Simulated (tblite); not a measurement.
Record of a relaxation.

Species: C5H4Cl (doublet state).
Atom-mapped SMILES: `[C:1]#[C:2][CH2:3]/[CH:4]=[CH:5]\[Cl:6]` (hydrogens: H7, H8 on C3; H9 on C4; H10 on C5)
Bond orders are those of one Lewis drawing.

Computed with GFN2-xTB (tblite), gas phase: L-BFGS steps from a force-field or distance-geometry start until the largest atomic force falls under 0.01 eV/Å. 14 of its 68 geometries are shown.

Step 0: E = -462.0819 eV, largest atomic force 9.618 eV/Å
```
atom  x, y, z in Å  |  force x, y, z in eV/Å
C1      3.192    0.500   -0.802   -8.275  -3.558   3.371
C2      1.861   -0.076   -0.259    7.210   2.991  -2.825
C3      0.625   -0.636    0.295    0.499   0.785  -0.591
C4     -0.434    0.449    0.359   -0.185  -0.064   0.101
C5     -1.614    0.461   -0.255    0.264   0.171   0.099
Cl6    -2.195   -0.753   -1.322    0.126  -0.153  -0.013
H7      0.299   -1.481   -0.321   -0.035   0.077  -0.094
H8      0.797   -1.014    1.307    0.181   0.003   0.071
H9     -0.194    1.281    1.017   -0.030  -0.148  -0.217
H10    -2.328    1.273   -0.154    0.245  -0.106   0.100
```

Step 5: E = -464.5741 eV, largest atomic force 2.708 eV/Å
```
atom  x, y, z in Å  |  force x, y, z in eV/Å
C1      2.943    0.391   -0.702    1.761   0.756  -0.765
C2      1.935   -0.044   -0.279   -2.321  -0.959   1.013
C3      0.667   -0.595    0.262   -0.453  -0.161   0.199
C4     -0.406    0.441    0.356   -0.523   0.072  -0.460
C5     -1.598    0.463   -0.261    0.731  -0.166   0.188
Cl6    -2.181   -0.759   -1.319    0.131  -0.047   0.013
H7      0.322   -1.445   -0.334    0.166   0.145  -0.270
H8      0.832   -0.985    1.277    0.337   0.188  -0.113
H9     -0.195    1.274    1.005    0.102   0.146   0.068
H10    -2.310    1.264   -0.142    0.068   0.026   0.127
```

Step 10: E = -464.6402 eV, largest atomic force 0.109 eV/Å
```
atom  x, y, z in Å  |  force x, y, z in eV/Å
C1      2.916    0.379   -0.695    0.033   0.012  -0.038
C2      1.892   -0.052   -0.257   -0.053   0.064  -0.007
C3      0.634   -0.604    0.271    0.046  -0.032   0.006
C4     -0.408    0.451    0.350   -0.089  -0.050   0.038
C5     -1.584    0.461   -0.268    0.068   0.012   0.033
Cl6    -2.161   -0.768   -1.318    0.088  -0.046  -0.008
H7      0.332   -1.435   -0.367   -0.077  -0.002  -0.019
H8      0.865   -0.970    1.275   -0.026  -0.059   0.030
H9     -0.185    1.284    1.002    0.044   0.049  -0.022
H10    -2.293    1.260   -0.129   -0.036   0.052  -0.013
```

Step 15: E = -464.6461 eV, largest atomic force 0.099 eV/Å
```
atom  x, y, z in Å  |  force x, y, z in eV/Å
C1      2.907    0.375   -0.701   -0.089  -0.021   0.013
C2      1.873   -0.031   -0.259    0.065   0.022  -0.034
C3      0.631   -0.611    0.276   -0.061   0.035   0.015
C4     -0.413    0.445    0.369    0.053   0.083  -0.013
C5     -1.579    0.465   -0.264   -0.039  -0.025  -0.005
Cl6    -2.126   -0.781   -1.317    0.017   0.023   0.024
H7      0.314   -1.429   -0.374    0.007   0.000   0.028
H8      0.864   -0.988    1.276    0.002  -0.055  -0.027
H9     -0.170    1.294    0.992    0.005  -0.006   0.050
H10    -2.293    1.266   -0.136    0.040  -0.056  -0.050
```

Step 21: E = -464.6484 eV, largest atomic force 0.039 eV/Å
```
atom  x, y, z in Å  |  force x, y, z in eV/Å
C1      2.896    0.376   -0.709   -0.005   0.011  -0.019
C2      1.865   -0.026   -0.260    0.002  -0.030   0.008
C3      0.626   -0.609    0.280   -0.003   0.004   0.004
C4     -0.409    0.455    0.374    0.006  -0.029   0.024
C5     -1.573    0.464   -0.261    0.007   0.019  -0.012
Cl6    -2.108   -0.787   -1.313    0.017   0.005   0.020
H7      0.304   -1.424   -0.372   -0.005   0.031   0.001
H8      0.863   -1.006    1.272   -0.002   0.019  -0.006
H9     -0.164    1.300    1.004   -0.023  -0.031  -0.006
H10    -2.291    1.262   -0.151    0.004   0.000  -0.013
```

Step 26: E = -464.6492 eV, largest atomic force 0.024 eV/Å
```
atom  x, y, z in Å  |  force x, y, z in eV/Å
C1      2.888    0.380   -0.720   -0.004   0.004  -0.013
C2      1.867   -0.034   -0.259   -0.003   0.001   0.005
C3      0.625   -0.609    0.283    0.005  -0.002   0.001
C4     -0.408    0.455    0.382   -0.006   0.002  -0.010
C5     -1.567    0.468   -0.264   -0.008  -0.012   0.011
Cl6    -2.097   -0.791   -1.308    0.005  -0.007  -0.021
H7      0.297   -1.417   -0.374    0.000  -0.009   0.007
H8      0.863   -1.009    1.272    0.000   0.001   0.007
H9     -0.169    1.298    1.016   -0.002   0.000   0.008
H10    -2.289    1.263   -0.163    0.012   0.020   0.006
```

Step 31: E = -464.6495 eV, largest atomic force 0.024 eV/Å
```
atom  x, y, z in Å  |  force x, y, z in eV/Å
C1      2.883    0.382   -0.728   -0.015  -0.003  -0.004
C2      1.868   -0.036   -0.258    0.007   0.011  -0.006
C3      0.625   -0.609    0.284   -0.006  -0.001   0.005
C4     -0.409    0.455    0.383   -0.003  -0.002   0.007
C5     -1.568    0.466   -0.263    0.008   0.004  -0.014
Cl6    -2.093   -0.791   -1.312    0.000   0.024   0.002
H7      0.296   -1.417   -0.372    0.006  -0.012   0.006
H8      0.863   -1.008    1.274    0.003  -0.001   0.007
H9     -0.172    1.296    1.020    0.000  -0.002  -0.002
H10    -2.284    1.267   -0.165    0.001  -0.018  -0.001
```

Step 36: E = -464.6501 eV, largest atomic force 0.035 eV/Å
```
atom  x, y, z in Å  |  force x, y, z in eV/Å
C1      2.856    0.390   -0.762   -0.002  -0.005   0.006
C2      1.862   -0.035   -0.254   -0.003  -0.005  -0.018
C3      0.625   -0.614    0.295    0.007   0.003   0.018
C4     -0.409    0.449    0.392   -0.007   0.004  -0.018
C5     -1.559    0.468   -0.269   -0.014   0.010  -0.007
Cl6    -2.078   -0.777   -1.333    0.001  -0.006  -0.015
H7      0.299   -1.429   -0.354   -0.001   0.018   0.011
H8      0.865   -1.005    1.287    0.029  -0.011   0.016
H9     -0.180    1.289    1.033    0.018  -0.021   0.008
H10    -2.272    1.270   -0.171   -0.028   0.013  -0.002
```

Step 41: E = -464.6507 eV, largest atomic force 0.022 eV/Å
```
atom  x, y, z in Å  |  force x, y, z in eV/Å
C1      2.836    0.394   -0.786    0.010  -0.005   0.009
C2      1.855   -0.035   -0.256   -0.001   0.001  -0.016
C3      0.626   -0.618    0.307   -0.009   0.003  -0.011
C4     -0.410    0.444    0.397   -0.012   0.001   0.012
C5     -1.555    0.472   -0.275    0.000  -0.010   0.005
Cl6    -2.067   -0.765   -1.352    0.012   0.013   0.002
H7      0.300   -1.435   -0.338   -0.012  -0.017   0.002
H8      0.875   -1.004    1.299    0.009   0.019  -0.007
H9     -0.182    1.278    1.046   -0.005   0.004   0.011
H10    -2.270    1.274   -0.177    0.009  -0.009  -0.007
```

Step 46: E = -464.6516 eV, largest atomic force 0.042 eV/Å
```
atom  x, y, z in Å  |  force x, y, z in eV/Å
C1      2.813    0.394   -0.815    0.006  -0.007   0.004
C2      1.839   -0.038   -0.275   -0.018   0.005  -0.030
C3      0.623   -0.621    0.318    0.013  -0.004   0.009
C4     -0.417    0.436    0.414    0.020   0.008  -0.026
C5     -1.549    0.475   -0.278    0.014   0.008  -0.016
Cl6    -2.039   -0.743   -1.387    0.015  -0.008   0.007
H7      0.293   -1.454   -0.306   -0.006   0.011   0.004
H8      0.900   -0.985    1.310   -0.010  -0.011   0.014
H9     -0.190    1.262    1.075   -0.042  -0.003   0.003
H10    -2.264    1.278   -0.191    0.008   0.002   0.030
```

Step 52: E = -464.6530 eV, largest atomic force 0.026 eV/Å
```
atom  x, y, z in Å  |  force x, y, z in eV/Å
C1      2.776    0.392   -0.862    0.017  -0.005  -0.013
C2      1.806   -0.042   -0.316    0.005  -0.007   0.001
C3      0.623   -0.626    0.339   -0.009   0.012   0.003
C4     -0.420    0.427    0.434   -0.024   0.002   0.009
C5     -1.531    0.483   -0.291   -0.009  -0.007  -0.010
Cl6    -1.986   -0.712   -1.438    0.005   0.005  -0.006
H7      0.280   -1.475   -0.255    0.008   0.001  -0.001
H8      0.933   -0.961    1.332    0.001  -0.007   0.002
H9     -0.223    1.236    1.123    0.006   0.015   0.007
H10    -2.249    1.283   -0.202    0.000  -0.008   0.009
```

Step 57: E = -464.6531 eV, largest atomic force 0.018 eV/Å
```
atom  x, y, z in Å  |  force x, y, z in eV/Å
C1      2.775    0.387   -0.868   -0.009  -0.015  -0.001
C2      1.804   -0.043   -0.322    0.009   0.006   0.009
C3      0.623   -0.624    0.341    0.004  -0.005  -0.001
C4     -0.423    0.427    0.438    0.018  -0.001  -0.002
C5     -1.531    0.483   -0.292   -0.002   0.003   0.016
Cl6    -1.980   -0.708   -1.446    0.004   0.005  -0.005
H7      0.281   -1.476   -0.249   -0.003   0.007  -0.003
H8      0.936   -0.959    1.333    0.000   0.011  -0.005
H9     -0.228    1.236    1.128   -0.006  -0.005  -0.003
H10    -2.250    1.282   -0.199   -0.013  -0.006  -0.006
```

Step 62: E = -464.6535 eV, largest atomic force 0.016 eV/Å
```
atom  x, y, z in Å  |  force x, y, z in eV/Å
C1      2.766    0.372   -0.893    0.012  -0.001  -0.008
C2      1.801   -0.045   -0.326   -0.004   0.008   0.008
C3      0.624   -0.621    0.348   -0.003   0.005  -0.006
C4     -0.425    0.427    0.445   -0.008   0.005  -0.007
C5     -1.528    0.483   -0.291    0.003   0.003  -0.015
Cl6    -1.957   -0.692   -1.469    0.003  -0.008   0.003
H7      0.280   -1.476   -0.236   -0.007  -0.006   0.003
H8      0.946   -0.949    1.340   -0.005   0.003   0.002
H9     -0.242    1.231    1.144    0.008  -0.009   0.011
H10    -2.255    1.276   -0.199    0.001  -0.001   0.010
```

Step 67: E = -464.6536 eV, largest atomic force 0.006 eV/Å
```
atom  x, y, z in Å  |  force x, y, z in eV/Å
C1      2.769    0.364   -0.896   -0.004  -0.004   0.002
C2      1.802   -0.043   -0.326    0.000   0.002  -0.002
C3      0.624   -0.619    0.347    0.000   0.000   0.001
C4     -0.426    0.428    0.445    0.001  -0.002   0.002
C5     -1.529    0.484   -0.292   -0.001  -0.001   0.002
Cl6    -1.952   -0.692   -1.471   -0.001   0.001   0.001
H7      0.278   -1.474   -0.235    0.005   0.002  -0.001
H8      0.945   -0.946    1.339   -0.003   0.003  -0.001
H9     -0.244    1.230    1.148    0.001  -0.002   0.001
H10    -2.258    1.272   -0.195    0.001   0.000  -0.004
```

Problem. Summarise the path.

Solution. The energy falls by 2.5716 eV from step 0 to step 67; nine tenths of that is first reached at step 4. It rises by more than 0.2 meV at step 2. The largest force goes from 9.618 to 0.006 eV/Å. Among the bonds C1≡C2 changes most, from 1.549 to 1.194 Å; the atoms move by 0.196 Å rms after alignment.

Problem. Follow the three bonds and two angles with the largest change from start to end.

Solution. 
```json
{"step": "0", "E above end (eV)": "2.5716", "largest force (eV/Å)": "9.618", "C1≡C2 (Å)": "1.549", "C3–C4 (Å)": "1.517", "C2–C3 (Å)": "1.466", "C2–C3–H8 (°)": "110.4", "H7–C3–H8 (°)": "107.5"}
{"step": "3", "E above end (eV)": "0.3513", "largest force (eV/Å)": "5.799", "C1≡C2 (Å)": "1.254", "C3–C4 (Å)": "1.504", "C2–C3 (Å)": "1.548", "C2–C3–H8 (°)": "110.6", "H7–C3–H8 (°)": "105.7"}
{"step": "6", "E above end (eV)": "0.0498", "largest force (eV/Å)": "1.202", "C1≡C2 (Å)": "1.189", "C3–C4 (Å)": "1.497", "C2–C3 (Å)": "1.486", "C2–C3–H8 (°)": "109.4", "H7–C3–H8 (°)": "106.4"}
{"step": "9", "E above end (eV)": "0.0158", "largest force (eV/Å)": "0.293", "C1≡C2 (Å)": "1.196", "C3–C4 (Å)": "1.485", "C2–C3 (Å)": "1.469", "C2–C3–H8 (°)": "106.4", "H7–C3–H8 (°)": "109.3"}
{"step": "12", "E above end (eV)": "0.0109", "largest force (eV/Å)": "0.170", "C1≡C2 (Å)": "1.193", "C3–C4 (Å)": "1.488", "C2–C3 (Å)": "1.475", "C2–C3–H8 (°)": "106.0", "H7–C3–H8 (°)": "110.6"}
{"step": "15", "E above end (eV)": "0.0075", "largest force (eV/Å)": "0.099", "C1≡C2 (Å)": "1.195", "C3–C4 (Å)": "1.487", "C2–C3 (Å)": "1.472", "C2–C3–H8 (°)": "106.7", "H7–C3–H8 (°)": "110.4"}
{"step": "17", "E above end (eV)": "0.0062", "largest force (eV/Å)": "0.086", "C1≡C2 (Å)": "1.195", "C3–C4 (Å)": "1.485", "C2–C3 (Å)": "1.472", "C2–C3–H8 (°)": "106.9", "H7–C3–H8 (°)": "109.8"}
{"step": "20", "E above end (eV)": "0.0054", "largest force (eV/Å)": "0.048", "C1≡C2 (Å)": "1.194", "C3–C4 (Å)": "1.487", "C2–C3 (Å)": "1.472", "C2–C3–H8 (°)": "107.0", "H7–C3–H8 (°)": "109.5"}
{"step": "23", "E above end (eV)": "0.0047", "largest force (eV/Å)": "0.052", "C1≡C2 (Å)": "1.195", "C3–C4 (Å)": "1.488", "C2–C3 (Å)": "1.471", "C2–C3–H8 (°)": "107.1", "H7–C3–H8 (°)": "109.7"}
{"step": "26", "E above end (eV)": "0.0043", "largest force (eV/Å)": "0.024", "C1≡C2 (Å)": "1.194", "C3–C4 (Å)": "1.486", "C2–C3 (Å)": "1.472", "C2–C3–H8 (°)": "107.0", "H7–C3–H8 (°)": "109.8"}
{"step": "29", "E above end (eV)": "0.0042", "largest force (eV/Å)": "0.021", "C1≡C2 (Å)": "1.194", "C3–C4 (Å)": "1.487", "C2–C3 (Å)": "1.472", "C2–C3–H8 (°)": "106.9", "H7–C3–H8 (°)": "109.8"}
{"step": "32", "E above end (eV)": "0.0041", "largest force (eV/Å)": "0.034", "C1≡C2 (Å)": "1.194", "C3–C4 (Å)": "1.486", "C2–C3 (Å)": "1.472", "C2–C3–H8 (°)": "107.0", "H7–C3–H8 (°)": "109.8"}
{"step": "35", "E above end (eV)": "0.0036", "largest force (eV/Å)": "0.047", "C1≡C2 (Å)": "1.195", "C3–C4 (Å)": "1.486", "C2–C3 (Å)": "1.472", "C2–C3–H8 (°)": "107.1", "H7–C3–H8 (°)": "109.8"}
{"step": "38", "E above end (eV)": "0.0031", "largest force (eV/Å)": "0.042", "C1≡C2 (Å)": "1.194", "C3–C4 (Å)": "1.486", "C2–C3 (Å)": "1.473", "C2–C3–H8 (°)": "107.2", "H7–C3–H8 (°)": "109.8"}
{"step": "41", "E above end (eV)": "0.0029", "largest force (eV/Å)": "0.022", "C1≡C2 (Å)": "1.194", "C3–C4 (Å)": "1.486", "C2–C3 (Å)": "1.472", "C2–C3–H8 (°)": "107.2", "H7–C3–H8 (°)": "109.8"}
{"step": "44", "E above end (eV)": "0.0024", "largest force (eV/Å)": "0.060", "C1≡C2 (Å)": "1.195", "C3–C4 (Å)": "1.486", "C2–C3 (Å)": "1.472", "C2–C3–H8 (°)": "106.9", "H7–C3–H8 (°)": "109.9"}
{"step": "47", "E above end (eV)": "0.0018", "largest force (eV/Å)": "0.045", "C1≡C2 (Å)": "1.194", "C3–C4 (Å)": "1.487", "C2–C3 (Å)": "1.474", "C2–C3–H8 (°)": "106.8", "H7–C3–H8 (°)": "110.0"}
{"step": "50", "E above end (eV)": "0.0008", "largest force (eV/Å)": "0.106", "C1≡C2 (Å)": "1.193", "C3–C4 (Å)": "1.486", "C2–C3 (Å)": "1.474", "C2–C3–H8 (°)": "107.3", "H7–C3–H8 (°)": "110.2"}
{"step": "52", "E above end (eV)": "0.0006", "largest force (eV/Å)": "0.026", "C1≡C2 (Å)": "1.194", "C3–C4 (Å)": "1.486", "C2–C3 (Å)": "1.473", "C2–C3–H8 (°)": "107.3", "H7–C3–H8 (°)": "110.1"}
{"step": "55", "E above end (eV)": "0.0005", "largest force (eV/Å)": "0.019", "C1≡C2 (Å)": "1.194", "C3–C4 (Å)": "1.486", "C2–C3 (Å)": "1.474", "C2–C3–H8 (°)": "107.3", "H7–C3–H8 (°)": "110.0"}
{"step": "58", "E above end (eV)": "0.0004", "largest force (eV/Å)": "0.021", "C1≡C2 (Å)": "1.194", "C3–C4 (Å)": "1.486", "C2–C3 (Å)": "1.474", "C2–C3–H8 (°)": "107.5", "H7–C3–H8 (°)": "110.0"}
{"step": "61", "E above end (eV)": "0.0002", "largest force (eV/Å)": "0.027", "C1≡C2 (Å)": "1.194", "C3–C4 (Å)": "1.486", "C2–C3 (Å)": "1.474", "C2–C3–H8 (°)": "107.4", "H7–C3–H8 (°)": "110.1"}
{"step": "64", "E above end (eV)": "0.0000", "largest force (eV/Å)": "0.028", "C1≡C2 (Å)": "1.194", "C3–C4 (Å)": "1.486", "C2–C3 (Å)": "1.474", "C2–C3–H8 (°)": "107.3", "H7–C3–H8 (°)": "110.1"}
{"step": "67", "E above end (eV)": "0.0000", "largest force (eV/Å)": "0.006", "C1≡C2 (Å)": "1.194", "C3–C4 (Å)": "1.486", "C2–C3 (Å)": "1.474", "C2–C3–H8 (°)": "107.3", "H7–C3–H8 (°)": "110.0"}
```

What follows is the cost of the whole relaxation. On an Arm Neoverse V1 with one thread, no GPU (shared host), this took 0.31 s wall.
